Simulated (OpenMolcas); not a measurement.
# One shape, several levels: HNO (nitroxyl)

Wanted: a comparison of 6 runs (HF/STO-3G, B3LYP/STO-3G, PBE/STO-3G, SVWN5/STO-3G, r2SCAN/STO-3G, CCSD(T)/STO-3G) of HNO (nitroxyl). 

Program for the calculation: OpenMolcas 26.06.

## (1) The system as given

HNO: 3 atoms, total charge 0, spin state singlet. As SMILES, `N=O`. Geometry: relaxed at PBE0-D4/def2-TZVP.

Bond lengths: N1–O2 1.190 Å, N1–H3 1.063 Å. Angles: O2–N1–H3 108.9°.

## (2) A single-point energy at HF/STO-3G (run 1)

Input file job.inp:

```
* HNO Hartree-Fock

&GATEWAY
 BasLib = $CurrDir
 BasisSet
 N.STO-3G....
 N1 -0.283700 0.312790 -0.117160 angstrom
 End of Basis
 BasisSet
 O.STO-3G....
 O2 0.755300 0.397200 0.456500 angstrom
 End of Basis
 BasisSet
 H.STO-3G....
 H3 -0.471600 -0.709980 -0.339350 angstrom
 End of Basis

&SEWARD

&SCF
 Thresholds = 1e-10 1e-07 1e-07 1e-05
 PrOrbitals = 1 1
```

The basis set STO-3G is read from a file made from the Basis Set Exchange's data (not shown).

The run is started by

```bash
$ export MOLCAS_MEM=1860
$ pymolcas job.inp > job.log
```

What it wrote:

```text
--- Start Module: gateway ---
[...]
--- Stop Module: gateway /rc=_RC_ALL_IS_WELL_ ---
--- Start Module: seward ---
[...]
      Basis functions           11
--- Stop Module: seward /rc=_RC_ALL_IS_WELL_ ---
--- Start Module: scf ---
[...]
       Convergence after  12 Iterations
[...]
::    Total SCF energy                               -128.0583906582
[...]
      Total spin, S                                     0.0000000000
[...]
      Total electronic charge=   16.000000
      Total            charge=   -0.000000
[...]
      Dipole Moment (debye):
      Origin of the operator (angstrom)=    0.2462    0.3231    0.1716
                   X= -1.5173E-01               Y= -1.3741E+00               Z= -2.4387E-01           Total=  1.4038E+00
      Quadrupole Moment (debye*angstrom):
[...]
--- Stop Module: scf /rc=_RC_ALL_IS_WELL_ ---
[...]
```

Wall time 2.5 s (1 thread of Arm Neoverse N1, shared host); peak memory 0.37 GiB.

## (3) A single-point energy at B3LYP/STO-3G (run 2)

Input file job.inp:

```
&GATEWAY
BasLib=$CurrDir
BasisSet
N.STO-3G....
N1 -0.283700 0.312790 -0.117160 angstrom
End of Basis
BasisSet
O.STO-3G....
O2 0.755300 0.397200 0.456500 angstrom
End of Basis
BasisSet
H.STO-3G....
H3 -0.471600 -0.709980 -0.339350 angstrom
End of Basis
&SEWARD
GridInput
Grid=UltraFine
End of Grid
&SCF
KSDFT=B3LYP
Thresholds=1e-10 1e-07 1e-07 1e-05
PrOrbitals=1 1
```

The basis set STO-3G is read from a file made from the Basis Set Exchange's data (not shown).

The run is started by

```bash
$ export MOLCAS_MEM=1860
$ pymolcas job.inp > job.log
```

What it wrote:

```text
--- Start Module: gateway ---
[...]
--- Stop Module: gateway /rc=_RC_ALL_IS_WELL_ ---
--- Start Module: seward ---
[...]
      Basis functions           11
--- Stop Module: seward /rc=_RC_ALL_IS_WELL_ ---
[...]
--- Start Module: scf ---
[...]
       Convergence after   9 Iterations
[...]
::    Total KS-DFT energy                            -128.6817557414
[...]
      Total spin, S                                     0.0000000000
[...]
      Total electronic charge=   16.000000
      Total            charge=   -0.000000
[...]
      Dipole Moment (debye):
      Origin of the operator (angstrom)=    0.2462    0.3231    0.1716
                   X= -3.8855E-02               Y= -1.2651E+00               Z= -1.6982E-01           Total=  1.2771E+00
      Quadrupole Moment (debye*angstrom):
[...]
--- Stop Module: scf /rc=_RC_ALL_IS_WELL_ ---
[...]
```

Wall time 4.2 s (1 thread of Arm Neoverse N1, shared host); peak memory 0.37 GiB.

## (4) A single-point energy at PBE/STO-3G (run 3)

Input file job.input:

```
* HNO Kohn-Sham DFT

&gateway
  baslib
  $CurrDir
  basisset
  N.STO-3G....
  N1 -0.283700 0.312790 -0.117160 angstrom
  End of Basis
  basisset
  O.STO-3G....
  O2 0.755300 0.397200 0.456500 angstrom
  End of Basis
  basisset
  H.STO-3G....
  H3 -0.471600 -0.709980 -0.339350 angstrom
  End of Basis

&seward
  gridinput
  Grid=UltraFine
  End of Grid

&scf
  ksdft
  PBE
  thresholds
  1e-10 1e-07 1e-07 1e-05
  prorbitals
  1 1
```

The basis set STO-3G is read from a file made from the Basis Set Exchange's data (not shown).

The run is started by

```bash
$ export MOLCAS_MEM=1860
$ pymolcas job.input > job.log
```

What it wrote:

```text
--- Start Module: gateway ---
[...]
--- Stop Module: gateway /rc=_RC_ALL_IS_WELL_ ---
--- Start Module: seward ---
[...]
      Basis functions           11
--- Stop Module: seward /rc=_RC_ALL_IS_WELL_ ---
[...]
--- Start Module: scf ---
[...]
       Convergence after  12 Iterations
[...]
::    Total KS-DFT energy                            -128.5561998203
[...]
      Total spin, S                                     0.0000000000
[...]
      Total electronic charge=   16.000000
      Total            charge=   -0.000000
[...]
      Dipole Moment (debye):
      Origin of the operator (angstrom)=    0.2462    0.3231    0.1716
                   X=  1.1780E-02               Y= -1.2064E+00               Z= -1.3544E-01           Total=  1.2140E+00
      Quadrupole Moment (debye*angstrom):
[...]
--- Stop Module: scf /rc=_RC_ALL_IS_WELL_ ---
[...]
```

It took 4.5 s on 1 thread of Arm Neoverse N1, shared host; peak memory 0.37 GiB.

Runs 4 to 5 aren't shown in full; the table further down has their settings and results.

## (5) The energy at CCSD(T)/STO-3G (Cholesky decomposition) (run 6)

job.inp, as its differences from that of step 3:

```diff
@@ -1 +1,2 @@
+* HNO CCSD(T)
 &GATEWAY
@@ -15,8 +16,11 @@
 &SEWARD
-GridInput
-Grid=UltraFine
-End of Grid
+High
 &SCF
-KSDFT=B3LYP
 Thresholds=1e-10 1e-07 1e-07 1e-05
 PrOrbitals=1 1
+&CHCC
+Frozen=2
+Threshold=1e-08
+MaxIterations=80
+&CHT3
+Frozen=2
```

The basis set STO-3G is read from a file made from the Basis Set Exchange's data (not shown).

The run is started by

```bash
$ export MOLCAS_MEM=1860
$ pymolcas job.inp > job.log
```

What it wrote:

```text
--- Start Module: gateway ---
[...]
--- Stop Module: gateway /rc=_RC_ALL_IS_WELL_ ---
[...]
      Basis functions           11
[...]
       Convergence after  12 Iterations
[...]
::    Total SCF energy                               -128.0583906233
[...]
      Total spin, S                                     0.0000000000
[...]
      Total electronic charge=   16.000000
      Total            charge=   -0.000000
[...]
      Dipole Moment (debye):
      Origin of the operator (angstrom)=    0.2462    0.3231    0.1716
                   X= -1.5173E-01               Y= -1.3741E+00               Z= -2.4387E-01           Total=  1.4038E+00
      Quadrupole Moment (debye*angstrom):
[...]
--- Start Module: chcc ---
[...]
--- Stop Module: chcc /rc=_RC_ALL_IS_WELL_ ---
--- Start Module: cht3 ---
[...]
--- Stop Module: cht3 /rc=_RC_ALL_IS_WELL_ ---
[...]
```

It took 3.3 s on 1 thread of Arm Neoverse N1, shared host; peak memory 0.093 GiB.

## (6) The series

```csv
run,level,integration grid,integral approximation,energy (Eh),dipole moment (D) of the reference,HOMO energy (eV),LUMO energy (eV),wall time
1,HF/STO-3G,–,none,-128.058391,1.40,-8.83,6.30,2.5 s
2,B3LYP/STO-3G,UltraFine,none,-128.681756,1.28,-3.56,0.28,4.2 s
3,PBE/STO-3G,UltraFine,none,-128.556200,1.21,-1.83,-0.87,4.5 s
4,SVWN5/STO-3G,UltraFine,none,-127.689066,1.30,-1.64,-0.89,4.2 s
5,r2SCAN/STO-3G,UltraFine,none,-128.646045,1.24,-2.31,-0.79,5.1 s
6,CCSD(T)/STO-3G (Cholesky decomposition),–,CD high,-128.200396,1.40,-8.83,6.30,3.3 s
```

## (7) What came out

| quantity | value |
| --- | --- |
| run 6: total energy | -128.20040 Eh |
| run 6: dipole moment (mean-field density) | 1.40 D |
| run 6: HOMO energy (Hartree–Fock orbitals) | -8.83 eV |
| run 6: LUMO energy (Hartree–Fock orbitals) | 6.30 eV |
| run 6: HOMO–LUMO gap (Hartree–Fock orbitals) | 15.14 eV |
| run 6: correlation energy (2 core orbitals frozen) | -142.0 mEh |
| run 6: (T) correction | -1.59 mEh |

What this shows: Over runs 1, 2, 3, 4, 5 the dipole moment (its size) runs from 1.21 D (PBE/STO-3G) to 1.40 D (HF/STO-3G). Over runs 1, 2, 3, 4, 5 the HOMO–LUMO gap runs from 0.75 eV (SVWN5/STO-3G) to 15.14 eV (HF/STO-3G). Exact exchange widens orbital gaps. Totals of different functionals can't be ranked against each other. In runs 1, 2, 3, 4, 5, 6 the basis is minimal, so the values are rough. All runs together took 24 s, the longest 5.1 s.
